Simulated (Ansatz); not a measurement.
## Os (model structure, started from the omega type, P6/mmm, No. 191, 3 atoms in the cell): properties by level of theory

```
level (code)         lattice parameter a (Å)  lattice parameter c (Å)
-------------------  -----------------------  -----------------------
PBE (Ansatz)                           4.322                    2.723
PBEsol (Ansatz)                        4.284                    2.695
PBE-D3(BJ) (Ansatz)                    4.298                    2.702
```

Ansatz's density-functional and Hartree–Fock values are scalar-relativistic unless marked +SOC, with PAW data made under PBE.

Static lattice: no zero-point or thermal effects.

A model structure was made by putting elements into a prototype or built by hand; it is no filed structure, need not be a known phase, and can be a saddle point held by its symmetry.

Ansatz is an electronic-structure program.
